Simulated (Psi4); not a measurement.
# C2H5B (SMILES B[C]C) at 4 levels

Wanted: a comparison of 4 runs (UHF/def2-SVP, UHF/cc-pVTZ, UB3LYP/6-31G*, UB2PLYP/def2-TZVP) of C2H5B. 

The results are computed with Psi4 1.11.

1 further run of the same task is left out (set aside as unsound or not needed).

## 1. The system as given

C2H5B has 8 atoms, charge 0, and is taken as a triplet. As SMILES, `B[C]C`. Geometry: relaxed at GFN2-xTB.

Bond lengths: B1–C2 1.465 Å, C2–C3 1.439 Å, B1–H4 1.176 Å, B1–H5 1.183 Å, C3–H6 1.100 Å, C3–H7 1.096 Å, C3–H8 1.096 Å. Angles: B1–C2–C3 151.7°, C2–B1–H4 121.6°, C2–B1–H5 120.4°, C2–C3–H6 113.0°, C2–C3–H7 109.6°, C2–C3–H8 111.2°, H4–B1–H5 118.0°, H6–C3–H7 107.7°, H6–C3–H8 108.2°, H7–C3–H8 106.8°.

## 2. Energy and forces at UHF/def2-SVP (run 1)

File job.py:

```python
import psi4

psi4.set_memory('1600 MB')
psi4.set_num_threads(1)
psi4.set_output_file('output.dat', False)

geom = psi4.geometry("""
0 3
B     -1.72817344     1.66785338    -1.79023204
C     -0.39174023    -0.41131779    -0.54110418
C      1.30468581    -1.37029710     1.35461238
H     -3.07537809     1.31188567    -3.52142904
H     -1.47676427     3.76837845    -1.06852674
H      1.67665950    -0.00680301     2.87803399
H      3.12025909    -1.85017416     0.48188016
H      0.57045163    -3.10948765     2.20672768
units bohr
symmetry c1
""")

psi4.set_options({
    'reference': 'uhf',
    'puream': True,
    'e_convergence': 1e-09,
    'd_convergence': 1e-08,
    'scf_type': 'pk',
    'maxiter': 200,
})

E, wfn = psi4.gradient("scf/def2-SVP", return_wfn=True)
psi4.oeprop(wfn, "WIBERG_LOWDIN_INDICES", "LOWDIN_CHARGES", "MAYER_INDICES", title="SCF")
print('gradient / Eh bohr^-1')
print(E.np.round(6))
print(f'energy = {wfn.energy():.10f} Eh')
for k, v in sorted(psi4.core.scalar_variables().items()):
    print(f'{k:45s} {v:18.10f}')
```

Run with:

```bash
$ python job.py
```

output.dat:

```text
[...]
  Running in c1 symmetry.
[...]
  Nuclear repulsion =   56.276453647257775
[...]
  Multiplicity = 3
[...]
  Nalpha       = 12
  Nbeta        = 10
[...]
    Number of basis functions: 67
[...]
   @UHF iter   1:  -103.05556671868408   -8.83029e-01   4.30421e-03 ADIIS/DIIS
[...]
   @UHF iter  15:  -103.15719526230207   -1.97531e-12   4.79338e-09 DIIS
[...]
   @S^2 Observed:                2.018405491E+00
[...]
  @UHF Final Energy:  -103.15719526230207
   => Energetics <=
    Nuclear Repulsion Energy =             56.2764536472577745
    One-Electron Energy =                -248.6280705989406670
    Two-Electron Energy =                  89.1944216893808317
    Total Energy =                       -103.1571952623020678
  UHF NO Occupations:
  HONO-2 :   10  A 1.9940651
  HONO-1 :   11  A 1.0000000
[...]
  -Total Gradient:
     Atom            X                  Y                   Z
    ------   -----------------  -----------------  -----------------
       1        0.008486237260    -0.019946886116     0.006268343181
       2        0.001940337974     0.022095312358     0.005059287983
       3       -0.016183060926     0.006534339770    -0.017341324739
       4        0.007915231110     0.003153032732     0.010645391349
       5       -0.001100109373    -0.012228501169    -0.003912629070
       6        0.000361286191     0.001672147463     0.001588273523
       7       -0.000546267345     0.000281387189    -0.001944980021
       8       -0.000873654891    -0.001560832228    -0.000362362205
[...]
```

On the terminal:

```text
gradient / Eh bohr^-1
[[ 0.008486 -0.019947  0.006268]
 [ 0.00194   0.022095  0.005059]
 [-0.016183  0.006534 -0.017341]
 [ 0.007915  0.003153  0.010645]
 [-0.0011   -0.012229 -0.003913]
 [ 0.000361  0.001672  0.001588]
 [-0.000546  0.000281 -0.001945]
 [-0.000874 -0.001561 -0.000362]]
energy = -103.1571952623 Eh
CURRENT ENERGY                                   -103.1571952623
CURRENT REFERENCE ENERGY                         -103.1571952623
DD SOLVATION ENERGY                                 0.0000000000
HF KINETIC ENERGY                                 102.8370621654
HF POTENTIAL ENERGY                              -205.9942574277
HF TOTAL ENERGY                                  -103.1571952623
HF VIRIAL RATIO                                     2.0031130129
NUCLEAR REPULSION ENERGY                           56.2764536473
ONE-ELECTRON ENERGY                              -248.6280705989
PCM POLARIZATION ENERGY                             0.0000000000
PE ENERGY                                           0.0000000000
SCF ITERATION ENERGY                             -103.1571952623
SCF ITERATIONS                                     15.0000000000
SCF TOTAL ENERGY                                 -103.1571952623
TWO-ELECTRON ENERGY                                89.1944216894
```

Run time: 3.3 s. Hardware: 1 thread of Intel Xeon 6975P-C (Granite Rapids), shared host; peak memory 0.22 GiB.

## 3. Energy and one-electron properties at UHF/cc-pVTZ (run 2)

File c2h5b.xyz:

```xyz
8
C2H5B
B     -0.914510     0.882590    -0.947350
C     -0.207300    -0.217660    -0.286340
C      0.690410    -0.725130     0.716830
H     -1.627420     0.694220    -1.863460
H     -0.781470     1.994140    -0.565440
H      0.887250    -0.003600     1.522990
H      1.651170    -0.979070     0.255000
H      0.301870    -1.645470     1.167750
```

File calc.py:

```python
import psi4

psi4.set_memory(1600000000)
psi4.set_num_threads(1)
psi4.core.set_output_file('c2h5b.out', False)

with open('c2h5b.xyz') as f:
    atoms = ''.join(f.readlines()[2:])
geom = psi4.geometry('0 3\n' + atoms + 'no_reorient\nno_com')

psi4.set_options(dict(reference='uhf', scf_type='pk'))

energy_value, wavefunction = psi4.energy('hf/cc-pVTZ', return_wfn=True)
psi4.oeprop(wavefunction, 'DIPOLE', 'MBIS_CHARGES', 'QUADRUPOLE')
print('E =', round(energy_value, 9))
for k, v in sorted(psi4.core.scalar_variables().items()):
    print(f'{k:45s} {v:18.10f}')
```

Run with:

```bash
$ python calc.py
```

c2h5b.out:

```text
[...]
  Running in c1 symmetry.
[...]
  Nuclear repulsion =   56.276453619193667
[...]
  Multiplicity = 3
[...]
  Nalpha       = 12
  Nbeta        = 10
[...]
    Number of basis functions: 160
[...]
   @UHF iter   1:  -103.14996825039550   -9.17682e-01   2.12483e-03 ADIIS/DIIS
[...]
   @UHF iter  10:  -103.26841856474439   -5.47246e-08   4.39690e-07 DIIS
[...]
   @S^2 Observed:                2.019175635E+00
[...]
  @UHF Final Energy:  -103.26841856474439
   => Energetics <=
    Nuclear Repulsion Energy =             56.2764536191936671
    One-Electron Energy =                -248.8524777488779307
    Two-Electron Energy =                  89.3076055649398768
    Total Energy =                       -103.2684185647443940
  UHF NO Occupations:
  HONO-2 :   10  A 1.9939919
  HONO-1 :   11  A 1.0000000
[...]
 Multipole Moments:
 ------------------------------------------------------------------------------------
     Multipole            Electronic (a.u.)      Nuclear  (a.u.)        Total (a.u.)
 ------------------------------------------------------------------------------------
 L = 1.  Multiply by 2.5417464519 to convert [e a0] to [Debye]
 Dipole X            :          2.7251746           -2.3479658            0.3772088
 Dipole Y            :          1.9467866           -2.2366232           -0.2898366
 Dipole Z            :          3.4804563           -3.0934250            0.3870313
 Magnitude           :                                                    0.6132577
 L = 2.  Multiply by 1.3450342976 to convert [e a0^2] to [Debye ang]
 Quadrupole XX       :        -65.7754558           50.5783121          -15.1971437
 Quadrupole XY       :         41.4970239          -41.3295569            0.1674671
[...]
```

Standard output:

```text
E = -103.268418565
CURRENT ENERGY                                   -103.2684185647
CURRENT REFERENCE ENERGY                         -103.2684185647
DD SOLVATION ENERGY                                 0.0000000000
HF KINETIC ENERGY                                 103.3581185404
HF POTENTIAL ENERGY                              -206.6265371052
HF TOTAL ENERGY                                  -103.2684185647
HF VIRIAL RATIO                                     1.9991321439
NUCLEAR REPULSION ENERGY                           56.2764536192
ONE-ELECTRON ENERGY                              -248.8524777489
PCM POLARIZATION ENERGY                             0.0000000000
PE ENERGY                                           0.0000000000
SCF ITERATION ENERGY                             -103.2684185647
SCF ITERATIONS                                     10.0000000000
SCF TOTAL ENERGY                                 -103.2684185647
TWO-ELECTRON ENERGY                                89.3076055649
```

Run time: 31 s. Hardware: 1 thread of Intel Xeon 6975P-C (Granite Rapids), shared host; peak memory 1.3 GiB.

Atomic charges (e):

```csv
atom,MBIS
B1,+0.536
C2,-0.199
C3,-0.320
H4,-0.200
H5,-0.209
H6,+0.124
H7,+0.135
H8,+0.132
```

Run 3 isn't shown in full; the table further down has it.

## 4. A single-point energy at UB2PLYP/def2-TZVP (density fitting for correlation) (run 4)

File c2h5b.py:

```python
import psi4

psi4.set_memory(1600000000)
psi4.set_num_threads(1)
psi4.core.set_output_file('psi4.out', False)

m = psi4.geometry("""
0 3
B     -1.72817344     1.66785338    -1.79023204
C     -0.39174023    -0.41131779    -0.54110418
C      1.30468581    -1.37029710     1.35461238
H     -3.07537809     1.31188567    -3.52142904
H     -1.47676427     3.76837845    -1.06852674
H      1.67665950    -0.00680301     2.87803399
H      3.12025909    -1.85017416     0.48188016
H      0.57045163    -3.10948765     2.20672768
units bohr
symmetry c1
""")

options = {'basis': 'def2-TZVP', 'reference': 'uks', 'puream': True, 'e_convergence': 1e-09, 'd_convergence': 1e-08, 'scf_type': 'pk', 'dft_radial_points': 99, 'dft_spherical_points': 590, 'num_frozen_docc': 3, 'maxiter': 200}
psi4.set_options(options)

e_tot = psi4.energy('b2plyp')
print(f'b2plyp energy: {e_tot:.10f} Eh')
for k, v in sorted(psi4.core.scalar_variables().items()):
    print(f'{k:45s} {v:18.10f}')
```

Run with:

```bash
$ python c2h5b.py
```

psi4.out:

```text
[...]
  Running in c1 symmetry.
[...]
  Nuclear repulsion =   56.276453647257775
[...]
  Multiplicity = 3
[...]
  Nalpha       = 12
  Nbeta        = 10
[...]
    Number of basis functions: 123
[...]
   @UKS iter   1:  -103.56558165797142   -7.15443e-01   4.22501e-03 ADIIS/DIIS
[...]
   @UKS iter  13:  -103.73408282936433   -5.69855e-12   4.02857e-09 DIIS
[...]
   @S^2 Observed:                2.010203096E+00
[...]
  @UKS Final Energy:  -103.73408282936433
   => Energetics <=
    Nuclear Repulsion Energy =             56.2764536472577745
    One-Electron Energy =                -249.0190111380905478
    Two-Electron Energy =                  97.0262135977357190
    DFT Exchange-Correlation Energy =      -8.0177389362672660
    Empirical Dispersion Energy =           0.0000000000000000
    VV10 Nonlocal Energy =                  0.0000000000000000
    Total Energy =                       -103.7340828293643256
[...]
 Multipole Moments:
 ------------------------------------------------------------------------------------
     Multipole            Electronic (a.u.)      Nuclear  (a.u.)        Total (a.u.)
 ------------------------------------------------------------------------------------
 L = 1.  Multiply by 2.5417464519 to convert [e a0] to [Debye]
 Dipole X            :         -1.1907082            1.6341820            0.4434738
 Dipole Y            :          0.3100022           -0.6420239           -0.3320217
 Dipole Z            :         -1.3752310            1.8301451            0.4549141
 Magnitude           :                                                    0.7168363
[...]
```

The script printed:

```text
b2plyp energy: -103.8574507262 Eh
B2PLYP DOUBLE-HYBRID CORRECTION ENERGY             -0.1233678968
B2PLYP TOTAL ENERGY                              -103.8574507262
CURRENT ENERGY                                   -103.8574507262
CURRENT REFERENCE ENERGY                         -103.7340828294
DD SOLVATION ENERGY                                 0.0000000000
DFT FUNCTIONAL TOTAL ENERGY                      -103.7340828294
DFT TOTAL ENERGY                                 -103.8574507262
DFT VV10 ENERGY                                     0.0000000000
DFT XC ENERGY                                      -8.0177389363
DOUBLE-HYBRID CORRECTION ENERGY                    -0.1233678968
GRID ELECTRONS ALPHA                               12.0000003164
GRID ELECTRONS BETA                                10.0000002398
GRID ELECTRONS TOTAL                               22.0000005562
NUCLEAR REPULSION ENERGY                           56.2764536473
ONE-ELECTRON ENERGY                              -249.0190111381
PCM POLARIZATION ENERGY                             0.0000000000
PE ENERGY                                           0.0000000000
SCF ITERATION ENERGY                             -103.7340828294
SCF ITERATIONS                                     13.0000000000
SCF TOTAL ENERGY                                 -103.7340828294
TWO-ELECTRON ENERGY                                97.0262135977
XC GRID RADIAL POINTS                              99.0000000000
XC GRID SPHERICAL POINTS                          590.0000000000
XC GRID TOTAL POINTS                           446543.0000000000
```

Wall time 35 s (1 thread of Intel Xeon 6975P-C (Granite Rapids), shared host); peak memory 0.78 GiB.

## 5. Overview of the runs

```csv
run,level,task,symmetry,energy (Eh),dipole moment (D),HOMO energy (eV),LUMO energy (eV),wall time
1,UHF/def2-SVP,gradient,c1,-103.157195,1.53,-9.79,1.25,3.3 s
2,UHF/cc-pVTZ,properties,auto,-103.268419,1.56,-9.75,1.15,31 s
3,UB3LYP/6-31G* (spherical functions),gradient,c1,-103.940803,2.00,-5.57,-3.21,16 s
4,UB2PLYP/def2-TZVP (density fitting for correlation),energy,c1,-103.857451,–,-7.41,-1.64,35 s
```

## 6. What came out

| quantity | value |
| --- | --- |
| run 4: total energy | -103.85745 Eh |
| run 4: HOMO energy (SCF part's orbitals) (highest over α and β) | -7.41 eV |
| run 4: LUMO energy (SCF part's orbitals) (lowest over α and β) | -1.64 eV |
| run 4: ⟨S²⟩ | 2.010 |

What this shows: Over runs 1, 2, 3 the dipole moment (its size) runs from 1.53 D (UHF/def2-SVP) to 2.00 D (UB3LYP/6-31G*). The two ends differ in method and basis. Totals of different functionals can't be ranked against each other. All runs together took 85 s, the longest 35 s.
